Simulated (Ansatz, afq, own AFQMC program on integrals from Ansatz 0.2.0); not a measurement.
**NaH$_{2}$⁻, singlet in aug-cc-pVDZ, levels against full CI**

```yaml
atoms:
  - { symbol: Na, position_ang: [0.0000, 0.0000, 0.0000] }
  - { symbol: H, position_ang: [0.0000, 0.0000, -2.0658] }
  - { symbol: H, position_ang: [0.0000, 0.0000, 2.0658] }
```

Basis aug-cc-pVDZ. Only valence electrons are correlated. AFQMC by an in-house program on the Cholesky factors that Ansatz 0.2.0 writes for its CCSD(T) run. The CISD trial takes its coefficients from CCSD amplitudes. Released means that phaseless walkers are propagated on without the constraint, phases kept. Free projection: walkers drawn from exp(T), propagated without any constraint. Its projection time is finite, and what remains of the start isn't in its error. Uncertainties: one standard error, sampling alone.

Determinant: RHF, the one that the program's search chose, which needn't be the lowest solution. The geometry is a point of a scan.

Full CI on the same integrals is exact in this basis and with this determinant's frozen core.

```
T1 diagnostic                               : 0.0127
weight of the determinant in the CISD state : 0.932
size of the correlated space                : 4 electrons in 40 orbitals
```

Reference: full CI, correlation energy -1.897 eV. The released energy is read at 2.40 1/Eh (meV from the phaseless value at times in 1/Eh: -0.7 ± 0.6 at 0.24, -1.0 ± 0.7 at 0.51, -0.8 ± 0.4 at 0.99, -0.5 ± 0.4 at 1.62, -1.3 ± 0.6 at 2.40).

```tsv
level	E − E(reference) (kJ/mol)	share of correlation (%)
HF	183.0	0.00
MP2	52.7	71.21
CCSD	0.8	99.57
CCSD(T)	0.3	99.84
CCSDT	0.0	99.98
CCSDT(Q)	0.0	99.99
ph-AFQMC/HF	-3.4 ± 1.3	101.84
ph-AFQMC/CISD	0.1 ± 0.06	99.97
released AFQMC	-0.1 ± 0.06	100.04
free AFQMC	0.0 ± 0.02	100.01
```

CCSDT and higher add their correlation energy to the determinant of the CCSD(T) run, since their own runs factorise the integrals more tightly (a shift of under 2 meV). Free projections are given only where their last times agree within the noise and don't stop above the reference; a slow remainder of the start can still hide under it. A walk keeps the symmetry of its determinant, which the program's search chose and which needn't be the lowest solution, so a lower state of the same spin and another symmetry isn't excluded. Released energies are given only where the last usable release times agree within the noise; a slower fall can still hide under it.
